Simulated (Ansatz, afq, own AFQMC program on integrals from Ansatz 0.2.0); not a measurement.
**P, quartet: AFQMC among the cluster methods**

A free P atom.

Basis def2-TZVPP. Noble-gas cores (and the filled d shells of Ga–Kr and In–Xe) are frozen. Integrals, coupled cluster, full CI and functionals: Ansatz 0.2.0; the random walks run on the same integrals in our own AFQMC program. The CISD trial takes its coefficients from CCSD amplitudes. Released means that phaseless walkers are propagated on without the constraint, phases kept. Free projection: walkers drawn from exp(T), propagated without any constraint. Its projection time is finite, and what remains of the start isn't in its error. ± is one standard error of the sampling.

Determinant: UHF, the one that the program's search chose, which needn't be the lowest solution.

Full CI on the same integrals is exact in this basis and with this determinant's frozen core.

Cautions: the released energies have errors that jump between times, so the bars are unsure, so no released level is given (meV from the phaseless value at times in 1/Eh: 40 ± 41 at 0.24, -1.5 ± 1.1 at 0.50, -2.6 ± 1.0 at 1.00, -1.6 ± 0.9 at 1.50), though the last usable value meets full CI within the noise.

The T1 diagnostic is 0.0044, the weight of the determinant in the CISD state is 0.936 and the ⟨S²⟩ of the determinant is 3.750. The size of the correlated space is 5 electrons in 37 orbitals.

Reference: full CI, correlation energy -2.882 eV.

```tsv
level	E − E(reference) (meV)	share of correlation (%)
HF	2882.1	0.00
MP2	619.3	78.51
CCSD	130.3	95.48
CCSD(T)	25.5	99.12
CCSDT	3.9	99.87
CCSDT(Q)	0.6	99.98
CCSDTQ	0.1	100.00
ph-AFQMC/HF	5.5 ± 11.0	99.81
ph-AFQMC/CISD	2.6 ± 1.5	99.91
free AFQMC	-0.3 ± 1.2	100.01
```

CCSDT and higher add their correlation energy to the determinant of the CCSD(T) run, since their own runs factorise the integrals more tightly (a shift of under 2 meV). Free projections are given only where their last times agree within the noise and don't stop above the reference; a slow remainder of the start can still hide under it. A walk keeps the symmetry of its determinant, which the program's search chose and which needn't be the lowest solution, so a lower state of the same spin and another symmetry isn't excluded.
